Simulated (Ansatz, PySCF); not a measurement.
System: dimethylacetylene, C$_{4}$H$_{6}$, charge 0, multiplicity 1. SMILES: CC#CC
Structure (B3LYP-D3(BJ)/def2-TZVP (Ansatz, a program for electronic structure) minimum search):
```xyz
10

C     -0.0002     0.0011     2.0565
C     -0.0001     0.0003     0.6006
C      0.0001    -0.0003    -0.6006
C      0.0002    -0.0011    -2.0565
H     -0.0090     1.0202     2.4498
H     -0.8782    -0.5156     2.4506
H      0.8864    -0.5005     2.4508
H     -0.0085     1.0175    -2.4509
H      0.8870    -0.5032    -2.4500
H     -0.8777    -0.5183    -2.4502
```


Quantity: enthalpy of formation at 298 K (from the atomisation energy, B3LYP-D3(BJ)/def2-TZVP harmonic zero-point and thermal terms from PySCF, and the atoms' enthalpies of formation in the G2/97 table; no spin-orbit terms, and no core term in the frozen-core levels), in eV. Valence correlation only, unless marked. UHF or UKS for open shells. Spin-orbit coupling is left out. No relativistic terms. The coupled-cluster limit lacks core correlation, which all-electron functionals hold. Basis-set limits of correlation are two-point, X^-3; Hartree-Fock from the larger set. [CCSD(T)-MP2]/basis is that difference in the basis named.

```tsv
level	program	enthalpy of formation at 298 K (eV)	minus last row
HF/6-31G*	Ansatz	12.55	10.91
HF/cc-pVDZ	Ansatz	12.99	11.35
BLYP-D3(BJ)/def2-TZVPD	Ansatz + dftd3	1.60	-0.04
BLYP-D4/def2-TZVPD	Ansatz + dftd4	1.60	-0.04
revPBE-D4/def2-TZVPD	Ansatz + dftd4	1.54	-0.10
B3LYP-D3(BJ)/def2-TZVPD	Ansatz + dftd3	1.48	-0.16
B3LYP/def2-TZVPD	Ansatz	1.73	0.09
PBE0-D3(BJ)/def2-TZVPD	Ansatz + dftd3	1.20	-0.44
r2SCANh-D4/def2-TZVPD	Ansatz + dftd4	1.73	0.09
HSE06-D4/def2-TZVPD	Ansatz + dftd4	1.17	-0.47
wB97X/def2-TZVPD	Ansatz	1.66	0.02
MP2/aug-cc-pVDZ	Ansatz	3.75	2.11
MP2/cc-pVTZ	Ansatz	1.91	0.27
RI-MP2/aug-cc-pVQZ	Ansatz	1.24	-0.40
RI-MP2/CBS(cc-pVTZ,cc-pVQZ)	Ansatz	0.91	-0.73
SCS-MP2/STO-3G	Ansatz	0.04	-1.60
SCS-MP2/cc-pVDZ	Ansatz	4.35	2.71
CCSD/cc-pVTZ	Ansatz	3.26	1.62
CCSD(T)/6-31G	Ansatz	6.80	5.16
CCSD(T)/6-31G*	Ansatz	5.03	3.39
RI-MP2/CBS(cc-pVTZ,cc-pVQZ)+[CCSD(T)-MP2]/cc-pVTZ	Ansatz	1.64	0.00
```
